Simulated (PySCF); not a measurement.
Compound: ammonium, NH4 (charge +1).
Structure used (GFN2-xTB), in Å, numbered top down from 1:
```
atom  x, y, z in Å
N1     0.0017    0.0006   -0.0034
H2     0.8666   -0.5583   -0.0121
H3     0.1846    0.9226   -0.4235
H4    -0.3180    0.1232    0.9676
H5    -0.7263   -0.4853   -0.5457
```

Computed geometry: GFN2-xTB, gas phase.

Take the most abundant isotopes and a rigid rotor. 

Problem. What are A, B and C (cm⁻¹)?

Solution. Ia = 2.85, Ib = 2.85, Ic = 2.85 u·Å²; 505379 MHz·u·Å²/I gives 177389, 177365 and 177362 MHz, that is A = 5.91707, B = 5.91627, C = 5.91616 cm⁻¹.

Problem. Classify the top.

Solution. A spherical top, as the point group Td requires three equal moments; the computed ones differ by 0.02 % because the geometry is symmetric only within the optimiser's tolerance.

Problem. Estimate the classical rotational partition function at 298.15 K and 500 K.

Solution. Point group Td, symmetry number σ = 12; q = (√π/σ)·√((kT/h)³/(ABC)), k/h = 20836.6 MHz/K: 30.6 at 298.15 K, 66.5 at 500 K.

No GFN2-xTB frequencies stand behind this structure, so it isn't proved a minimum. These are rigid-rotor constants of the computed structure; measured ground-state constants (B0) also hold zero-point vibration.
